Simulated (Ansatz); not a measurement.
Dissociation curve of LiH, singlet.

RMP2 = MP2 on RHF/cc-pVTZ, frozen core (Ansatz, a first-principles code); FCI = full CI/cc-pVTZ, frozen core (Ansatz).

Energies relative to the lowest point of each curve near equilibrium, in mEh:

```
R / Å   RMP2
-----  -----
1.20    32.6
1.28    18.7
1.44     3.9
1.51     1.1
1.65     0.3
1.67     0.5
1.73     1.7
1.86     6.0
2.62    47.8
3.21    78.2
3.52    91.4
4.35   116.6
```

Q: What does FCI give at the same points?

A: 1.20: 32.7; 1.28: 18.9; 1.44: 4.0; 1.51: 1.2; 1.65: 0.2; 1.67: 0.4; 1.73: 1.5; 1.86: 5.5; 2.62: 43.8; 3.21: 68.7; 3.52: 77.4; 4.35: 87.5 (mEh).

The restricted form behind RMP2 keeps the bonding electrons paired and can't separate into open-shell fragments. The T1 diagnostic of CCSD on the restricted reference of RMP2 exceeds 0.045 at 2.62 to 6.32 Å.
